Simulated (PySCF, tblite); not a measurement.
sulfur dioxide and dimethyl sulfide

A gas-phase complex of sulfur dioxide and dimethyl sulfide; neutral, singlet. The structure comes from a short search (6 tight-binding starts) and was relaxed by PBE0-D3(BJ)/def2-SVPD; another way of binding may lie lower. No frequency run checks that it is a minimum.

Parts: 1 = sulfur dioxide (O=S=O), atoms 1–3; 2 = dimethyl sulfide (CSC), atoms 4–12.

```
atom  part   x (Å)   y (Å)   z (Å)
  O1     1  -0.350  -0.595  -0.626
  S2     1  -0.129  -0.082   0.736
  O3     1   1.263  -0.173   1.221
  C4     2  -0.042  -3.297   0.815
  S5     2  -0.946  -2.364   2.061
  C6     2   0.310  -2.265   3.345
  H7     2   0.125  -4.326   1.156
  H8     2  -0.651  -3.298  -0.097
  H9     2   0.917  -2.802   0.601
 H10     2  -0.128  -1.737   4.200
 H11     2   0.613  -3.273   3.658
 H12     2   1.177  -1.703   2.965
```

```json
{"contact": "S5···S2", "kind (by geometry)": "closest for its radii", "distance (Å)": "2.763", "angle (°)": "-"}
{"contact": "H12···O3", "kind (by geometry)": "C–H hydrogen bond", "distance (Å)": "2.321", "angle (°)": "129"}
```

Interaction energies are complex less parts, with the parts frozen as they stand in it; counterpoise-corrected, in kcal/mol (PySCF).

Task: Give the interaction energy at each level run.

Result: 
| level | interaction | superposition error removed |
| --- | --- | --- |
| wB97M-D3(BJ)/def2-SVPD | -9.01 | -2.40 |
| PBE0-D3(BJ)/def2-SVPD | -12.68 | -2.51 |

Task: What holds them together? Decompose the wB97M-D3(BJ)/def2-SVPD energy: frozen parts, their antisymmetrised product, then relaxation.

Result: electrostatic -27.5, Pauli repulsion +42.0, orbital relaxation -22.2, dispersion correction -3.6 kcal/mol, which sum to the value before the counterpoise correction; the Pauli term holds the exchange-correlation of the frozen density too. Of the attraction, 52 % is electrostatic, 42 % is orbital relaxation, 7 % is dispersion correction.

The parts were also relaxed and run alone, at the levels used for the complex: shieldings by PBE0/pcSseg-1; core levels by delta-SCF with SCAN, pcX-2 on the ionised atom and pcseg-1 elsewhere, spin-free X2C (2p3/2 is the spin-free 2p value less a third of a first-order spin-orbit splitting).

Task: What does binding change?

Result: 
| property | alone | in the complex | change |
| --- | --- | --- | --- |
| C6–H12 bond (Å) | 1.100 | 1.101 | +0.001 |
| shielding of H12 (ppm) | 29.43 | 29.39 | -0.04 |
| shielding of O3 (ppm) | -408.1 | -219.5 | +188.7 |
| shielding of C6 (ppm) | 162.4 | 163.3 | +0.8 |
| O3 1s core level (eV) | 539.61 | 537.41 | -2.19 |
| S5 2p3/2 core level (eV) | 169.14 | 169.92 | +0.77 |
| C6 1s core level (eV) | 291.27 | 291.71 | +0.43 |
